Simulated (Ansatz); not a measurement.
`O[SiH2][AlH2]` and `[AlH2][SiH2]P` differ in one atom or group.

Ansatz, PBE0-D4/def2-TZVP geometries, multiplicity 1. Each molecule was computed in one conformer, which needn't be the lowest.

| property | `O[SiH2][AlH2]` |
| --- | --- |
| HOMO energy (PBE/def2-TZVPP) / eV | -6.31 |
| LUMO energy (B3LYP/def2-TZVPP) / eV | -2.20 |
| HOMO energy (B3LYP/def2-TZVPP) / eV | -7.23 |
| LUMO energy (PBE/def2-TZVPP) / eV | -2.78 |
| HOMO energy (ωB97M-V/def2-TZVPP) / eV | -9.42 |
| HOMO–LUMO gap (PBE/def2-TZVPP) / eV | 3.54 |

Problem. Give the same properties after the change, and the shifts. (An estimate is asked.)

Solution. Computed: 
```
                             property  `[AlH2][SiH2]P`  shift
    HOMO energy (PBE/def2-TZVPP) / eV            -6.38  -0.07
  LUMO energy (B3LYP/def2-TZVPP) / eV            -2.39  -0.19
  HOMO energy (B3LYP/def2-TZVPP) / eV            -7.20   0.03
    LUMO energy (PBE/def2-TZVPP) / eV            -2.95  -0.17
HOMO energy (ωB97M-V/def2-TZVPP) / eV            -9.40   0.02
  HOMO–LUMO gap (PBE/def2-TZVPP) / eV             3.42  -0.12
```

B3LYP here is the variant with VWN-RPA as its local correlation; programs differ in this.
